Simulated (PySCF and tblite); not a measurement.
Results of a calculation; reference values are marked as such.
System: C₃H₃FO₂, numbered as in [O:1]=[CH:2]/[CH:3]=[C:4](/[OH:5])[F:6].

Motion: rotation about the C2–C3 bond (torsion O1–C2–C3–C4 from 180° to 360°, rising). GFN2-xTB gives an electronic barrier of 8.2 kcal/mol and a reaction energy of 1.6 kcal/mol.

What does PBE0/pcSseg-1 + D3(BJ), IEF-PCM chloroform give on PBE0-D3(BJ)/def2-SVP geometries?

A barrier of 12.7 kcal/mol, 4.5 above the tight-binding barrier (from unrounded values), a reaction energy of 1.5 kcal/mol and, with GFN2-xTB thermal terms, ΔG‡(298 K) = 12.0 kcal/mol and k = 1.9×10⁴ s⁻¹ (2 equivalent paths).

And the level of the geometries itself, PBE0-D3(BJ)/def2-SVP?

11.8 kcal/mol.

Programs: tblite and PySCF.
